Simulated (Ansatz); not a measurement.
Calculated with Ansatz (gas phase, PBE0-D4/def2-TZVP geometries, no zero-point term in ΔE). CCSD(T)/CBS adds triple-zeta CCSD(T) − MP2 to the extrapolated MP2 energy (def2 sets, frozen cores). This one scheme is used for every species. DFT in def2-TZVPP. B3LYP here is the variant with VWN-RPA as its local correlation; programs differ in this. Each species was taken in one conformer, which may not be the lowest.

Reaction (substitution at a C–F bond): `N=C(F)F` + `C=N` → `C=NC(=N)F` + H–F

| level | ΔE (eV) |
| --- | --- |
| ωB97X-V | -0.22 |
| PBE | -0.24 |
| B3LYP | -0.22 |
| r2SCANh | -0.25 |
| MP2/def2-SVP | -0.21 |
| CCSD/def2-SVP | -0.16 |
| CCSD/def2-TZVPP | -0.28 |
| SCS-MP2/def2-QZVPP | -0.35 |

Q: What does CCSD(T)/CBS give? (Estimate.)

A: Ansatz gave: -0.38 eV. The listed levels differ from it by 0.16, 0.14, 0.16, 0.13, 0.17, 0.22, 0.10, 0.03 eV.

Q: What do rigid-rotor, harmonic-oscillator terms from PBE0-D4/def2-TZVP frequencies (298.15 K, 1 bar) make of the CCSD(T)/CBS value? (Estimate.)

A: Computed: ΔZPE = -0.04 eV, ΔH = -0.40 eV, ΔS = -23 J/(mol·K), ΔG = -0.33 eV.

Largest T1 diagnostic among the species: 0.014.

In def2-TZVPP, CCSD(T) changes the Hartree–Fock value by −0.16 eV (the triples alone add −0.03 eV) and MP2 by −0.22 eV. From BLYP to BHLYP (50 % exact exchange), in def2-TZVPP and without D4, ΔE moves by −0.04 eV.
